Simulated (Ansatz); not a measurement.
## Which isomer of C3H5Cl gives these data?

These gas-phase data were calculated for one isomer of C3H5Cl at PBE0-D3(BJ)/def2-SVP (harmonic, unscaled wavenumbers; equilibrium rotational constants with average atomic masses):

```
rotational constants            : 41.63, 2.429, 2.329 GHz
all wavenumbers above 1500 cm⁻¹ : 3218, 3190, 3159, 3126, 3048, 1738
```

Candidates:

(1) `C/C=C\Cl`, a singlet
(2) `C=C(C)Cl`, a singlet
(3) `C/C=C/Cl`, a singlet

Which structure fits? Where the bands don't settle it, estimate the moments of inertia from typical bond lengths.

Candidate (3). The rotational constants decide: (1) would give 14.37, 3.581, 2.919 GHz; (2) would give 9.263, 4.958, 3.296 GHz.

The same quantities for all candidates:

|  | rotational constants (GHz) | wavenumbers above 1500 cm⁻¹ | E above the lowest, PBE0-D3(BJ)/def2-SVP (kcal/mol) |
| --- | --- | --- | --- |
| (1) | 14.37, 3.581, 2.919 | 3243, 3187, 3174, 3130, 3054, 1738 | 0.8 |
| (2) | 9.263, 4.958, 3.296 | 3293, 3183, 3177, 3147, 3060, 1739 | 0.0 |
| (3) | 41.63, 2.429, 2.329 | 3218, 3190, 3159, 3126, 3048, 1738 | 1.9 |

Programs: Ansatz 0.2.0.
